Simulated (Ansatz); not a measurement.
Lattice parameter a of some bcc solids

Method: r²SCAN+rVV10 (Ansatz, a quantum-chemistry and plane-wave program, PAW). References are measured values corrected to a static lattice or taken at low temperature (these still hold zero-point motion).

Values in Å.

| solid | reference | r²SCAN+rVV10 | error (%) |
|---|---|---|---|
| bcc W | 3.16 | 3.161 | +0.03 |
| bcc Rb | 5.576 | 5.683 | +1.92 |
| bcc Ba | 4.995 | 5.010 | +0.30 |
| bcc K | 5.212 | 5.310 | +1.88 |
| antiferromagnetic bcc Cr | 2.877 | 2.944 | +2.33 |
| bcc Li | 3.449 | 3.475 | +0.75 |
| bcc Fe | 2.853 | 2.857 | +0.14 |
| bcc Cs | 6.039 | 6.169 | +2.15 |
| bcc Mo | 3.141 | 3.144 | +0.10 |
| bcc Ta | 3.299 | 3.296 | -0.09 |
| bcc Na | 4.214 | 4.208 | -0.14 |
| bcc V | 3.021 | 2.975 | -1.52 |
| bcc Nb | 3.294 | 3.295 | +0.03 |

Over these 13 solids the mean error is +0.61 %, the mean absolute error 0.88 % (median 0.30 %), and the worst case antiferromagnetic bcc Cr at +2.33 %; the value is too high in 10 of 13 cases.

All these references are brought to a static lattice.

Spin–orbit coupling is left out, also for the solids with elements from indium on (bcc W, bcc Ba, bcc Cs, bcc Ta); its size isn't shown.

Differences are worked out from the printed values.

Caveats: the commensurate order stands in for chromium's spin-density wave, and the size of the moments varies much between levels (antiferromagnetic bcc Cr). Ansatz's density-functional and Hartree–Fock values are scalar-relativistic unless marked +SOC, with PAW data made under PBE.

Ansatz's runs of these crystals have no spin polarisation, but for antiferromagnetic bcc Cr, bcc Fe. A magnetic state wasn't tried for bcc V with meta-GGA or hybrid levels, which favour moments.

Density-functional runs with spin start from opposed moments for antiferromagnetic bcc Cr, parallel moments for bcc Fe.

Not in this set, of the bcc solids with a reference value in our tables and a result at some level: 3 for a high-temperature or high-pressure phase (bcc Ti, bcc Tl, bcc Zr). These can be a level's worst cases. Values held back for tests aren't counted. Layered and molecular crystals are counted apart. The metals Ce to Yb are counted apart.

References as tabulated in Mejia-Rodriguez and Trickey (2018), arXiv:1807.09216; Csonka et al. (2009), arXiv:0903.4037; Levämäki et al. (2014), arXiv:1402.3671.
